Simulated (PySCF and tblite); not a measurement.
Values are calculated unless marked as measured or tabulated.
C6H6, numbered as in [CH:1]#[C:2][CH2:3][CH2:4][C:5]#[CH:6].

Geometries PBE0-D3(BJ)/def2-SVP; weights from PBE0-D3(BJ)/def2-TZVP energies and GFN2-xTB thermal corrections, with symmetry numbers and mirror pairs. Conformers within 4 kcal/mol (GFN2-xTB free energy) were kept, 7 at most. Couplings: B3LYP/pcSseg-1 with pcJ-1 on H (gas phase; spin-dipole term only for pairs with B, N, F, Si or P). Couplings are for ¹H; a prime marks the second kind of pair between the same two sets of atoms. (PySCF 2.14, tblite 0.8.)

Torsions listed: C2–C3–C4–C5. Of a mirror pair one member is shown.

```tsv
conformer	shape	weight %
1	180°	68.1
2	65°	31.9
```

Q: Give the couplings in each conformer and the averages at 298.15 K (pairs that fast motion interchanges averaged).

A: 
| coupling | pairs | 1 | 2 | average (Hz) |
| --- | --- | --- | --- | --- |
| ⁴J(H1,H3) | 4 | -4.3 | -4.3 | -4.3 |
| ²J(H3,H3) | 2 | -19.5 | -19.1 | -19.4 |
| ³J(H3,H4) | 2 | 15.2 | 3.5 | 11.5 |
| ³J(H3,H4′) | 2 | 4.8 | 10.1 | 6.5 |
